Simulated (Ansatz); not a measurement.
# NSi2: the cost of one run

Method: def2-TZVPP, core rule «outside noble gas», up to 11 orbitals frozen; program: Ansatz 0.2.0, Gaussian basis.

To be run: UHF; ROHF; CCSD(T) on UHF.

2 further runs of the same task are left out: 2 set aside as unsound or not needed.

**1. The system**

The geometry is a PBE0/def2-TZVP stationary point (not a proven minimum).

3 atoms, charge 0, spin multiplicity 2.

Atoms are counted from 1 here; the program's logs count them from 0.

Bond lengths: N1–Si2 1.607 Å, Si2–Si3 2.274 Å. Angles: N1–Si2–Si3 180.0°.

**2. UHF**

in.yaml

```yaml
crystal:
  periodic: [false, false, false]
  atoms:
    - {symbol: N, position_ang: [0.000000, 0.000000, -1.829133]}
    - {symbol: Si, position_ang: [0.000000, 0.000000, -0.222533]}
    - {symbol: Si, position_ang: [0.000000, 0.000000, 2.051667]}
basis:
  gaussian: {orbitals: def2-TZVPP}
magnetization: {spin_polarized: true, initial_magnetization: 1}
hamiltonian: {xc: hf}
output: {orbitals: {seedname: orbitals}}
```

Launch:

```console
ansatz run in.yaml --threads 1 --pin off --events-out ev --progress --plain --max-ram 4096MiB --backend cpu
```

What time and memory should one allow on 1 thread of AMD EPYC 7R13, shared host?

About 21 s, with a peak of 0.32 GiB.
